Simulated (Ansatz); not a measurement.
# CH₄AlCl (SMILES [CH3][AlH][Cl]): a relaxed scan of the bond length C1–Al2

One table from this session's results is given with a row withheld; the runs are named, their logs left out.

The runs use Ansatz 0.2.0, Gaussian basis; single points in def2-TZVPP.

Levels: PBE-D4, r2SCAN-D4, PBE0-D4, B3LYP-D4, wB97M-V, Hartree-Fock, MP2, CCSD, CCSD(T). The scan takes 1.589, 1.671, 1.791, 1.930, 2.085, 2.252, 2.429, 2.616, 2.810 Å.

Cores are frozen in the correlated methods. B3LYP uses VWN-RPA correlation.

45 further runs of the same task are left out: 45 set aside as unsound or not needed.

## The system as given

SMILES `[CH3][AlH][Cl]`, 7 atoms, charge 0, spin multiplicity 1.

Atoms are counted from 1 here; the program's logs count them from 0.

Bond lengths: C1–Al2 1.923 Å, C1–H4 1.165 Å, C1–H5 1.120 Å, C1–H6 1.126 Å, Al2–Cl3 2.201 Å, Al2–H7 1.622 Å. Angles: Al2–C1–H4 108.9°, Al2–C1–H5 112.8°, Al2–C1–H6 113.4°, H4–C1–H5 109.4°, H4–C1–H6 105.6°, H5–C1–H6 106.4°, C1–Al2–Cl3 119.2°, C1–Al2–H7 120.4°, Cl3–Al2–H7 120.4°.

Geometry (Å):

| atom | x (Å) | y (Å) | z (Å) |
| --- | --- | --- | --- |
| C1 | -0.69660 | 0.50280 | -0.29090 |
| Al2 | 0.85630 | -0.51590 | 0.20920 |
| Cl3 | 0.66410 | -2.07900 | 1.74610 |
| H4 | -0.48190 | 1.63350 | -0.10830 |
| H5 | -1.61510 | 0.20200 | 0.27600 |
| H6 | -0.95540 | 0.41710 | -1.38340 |
| H7 | 2.28970 | -0.22850 | -0.49450 |

The first run:

pre/in.yaml

```yaml
crystal:
  periodic: [false, false, false]
  atoms:
    - {symbol: C, position_ang: [-0.696600, 0.502800, -0.290900]}
    - {symbol: Al, position_ang: [0.856300, -0.515900, 0.209200]}
    - {symbol: Cl, position_ang: [0.664100, -2.079000, 1.746100]}
    - {symbol: H, position_ang: [-0.481900, 1.633500, -0.108300]}
    - {symbol: H, position_ang: [-1.615100, 0.202000, 0.276000]}
    - {symbol: H, position_ang: [-0.955400, 0.417100, -1.383400]}
    - {symbol: H, position_ang: [2.289700, -0.228500, -0.494500]}
basis:
  gaussian: {orbitals: def2-SVP}
hamiltonian: {xc: pbe, dispersion: d4}
relax: {f_tol: 0.03, max_steps: 250}
```

No record of the launch command was kept for these runs.

Steps of the session up to this table: A first relaxation in a small basis; Relaxation at PBE0-D4; Reference energies at the minimum; C1–Al2 = 1.589 Å; C1–Al2 = 1.671 Å; C1–Al2 = 1.791 Å; C1–Al2 = 1.930 Å; C1–Al2 = 2.085 Å; C1–Al2 = 2.252 Å; C1–Al2 = 2.429 Å; C1–Al2 = 2.616 Å; C1–Al2 = 2.810 Å.

One of the session's tables, all rows but one given; the rest of the session is left out.

Energies less that of the minimum at the same level (kJ/mol):

| bond length (Å) | PBE-D4 | PBE0-D4 | B3LYP-D4 | wB97M-V | Hartree-Fock |
| --- | --- | --- | --- | --- | --- |
| 1.589 | 156.1 | 152.8 | 154.4 | 152.3 | 168.5 |
| 1.671 | ? | ? | ? | ? | ? |
| 1.791 | 21.4 | 19.5 | 20.3 | 19.1 | 23.4 |
| 1.930 | 0.2 | 0.0 | 0.1 | 0.0 | 0.2 |
| 1.938 (minimum) | 0.0 | 0.0 | 0.0 | 0.0 | 0.0 |
| 2.085 | 10.3 | 12.8 | 11.8 | 13.6 | 11.8 |
| 2.252 | 41.0 | 47.0 | 44.4 | 49.3 | 47.4 |
| 2.429 | 82.0 | 92.3 | 87.1 | 97.3 | 96.8 |
| 2.616 | 127.4 | 142.6 | 134.5 | 151.0 | 152.8 |
| 2.810 | 173.0 | 193.3 | 182.8 | 205.1 | 209.7 |

**Question.** Estimate the row for bond length (Å) = 1.671.

Worked estimate for «PBE-D4». A straight line through the neighbours (1.589, 156.1) and (1.791, 21.4) gives 156.1 + (21.4 − 156.1) × (1.671 − 1.589) / (1.791 − 1.589) = 101.4; a parabola fitted to 3 rows on both sides gives 86.6.

The run gave: PBE-D4: 80.9; PBE0-D4: 78.0; B3LYP-D4: 79.3; wB97M-V: 77.4; Hartree-Fock: 87.8. In «PBE-D4» the line misses by +20.5 and the parabola by +5.7.
